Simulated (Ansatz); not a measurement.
# SiH (quartet): the correlation ladder at distance Si1–H2 = 2.110 Å, cc-pVQZ

The task here is to estimate one member of a computed series from the others.

The runs use Ansatz 0.2.0, Gaussian basis; cc-pVQZ, core rule «outside noble gas», up to 5 orbitals frozen.

To be run: UHF; CCSD(T) on ROHF; CCSD(T) on UHF; BCCD(T) on ROHF; CCSDT(Q) on ROHF; CCSDT(Q) on UHF; CASSCF and MRCISD+Q, 5 electrons in 5 orbitals; CASSCF and NEVPT2, 5 electrons in 5 orbitals.

10 further runs of the same task are left out: 10 that didn't finish. Runs told in other sessions of the task aren't counted.

## What is computed

The geometry derives from a PBE0/def2-TZVP stationary point (not a proven minimum). One bond is set to the value named and the two fragments are kept rigid.

2 atoms, charge 0, spin multiplicity 4.

Atoms are counted from 1 here; the program's logs count them from 0.

No contacts short enough for the rule that draws bonds.

Set-up of the first run:

in.yaml

```yaml
crystal:
  periodic: [false, false, false]
  atoms:
    - {symbol: Si, position_ang: [0.000000, 0.000000, 0.000000]}
    - {symbol: H, position_ang: [0.000000, 0.000000, 2.110000]}
basis:
  gaussian: {orbitals: cc-pVQZ}
magnetization: {spin_polarized: true, initial_magnetization: 3}
hamiltonian: {xc: hf}
output: {orbitals: {seedname: orbitals}}
```

The run is started by

```console
> ansatz run in.yaml --threads 1 --pin off --events-out ev --progress --plain --max-ram 4096MiB --backend cpu
```

Among the steps run: UHF; CCSD(T) on ROHF; CCSD(T) on UHF; BCCD(T) on ROHF; CCSDT(Q) on ROHF; CCSDT(Q) on UHF; CASSCF and MRCISD+Q, 5 electrons in 5 orbitals; CASSCF and NEVPT2, 5 electrons in 5 orbitals.

One table of the session follows, with a row left open; its other results are not shown here.

| method | from UCCSDT(Q) (meV) |
| --- | --- |
| ROHF | +2661.9 |
| UHF | +2460.5 |
| RMP2 | +672.0 |
| UMP2 | +696.3 |
| RCCSD | +139.4 |
| UCCSD | +134.2 |
| RCCSD(T) | +31.4 |
| UCCSD(T) | +30.9 |
| BCCD(T) | +32.0 |
| RCCSDT | +5.3 |
| UCCSDT | +4.0 |
| RCCSDT(Q) | ? |
| UCCSDT(Q) | 0 |
| CASSCF valence | +2036.9 |
| NEVPT2 valence | +545.9 |
| MRCISD valence | +171.2 |
| MRCISD+Q valence | +63.5 |

Estimate the missing values for RCCSDT(Q).

As computed: from UCCSDT(Q) (meV): +1.1. In the column «from UCCSDT(Q) (meV)» it lies between UCCSDT(Q) (0) and UCCSDT (+4.0).

Caveats from the session: Restricted and unrestricted rows rest on different reference determinants; a gap between their highest levels can come from leftover correlation error, from unlike frozen cores or from another state.
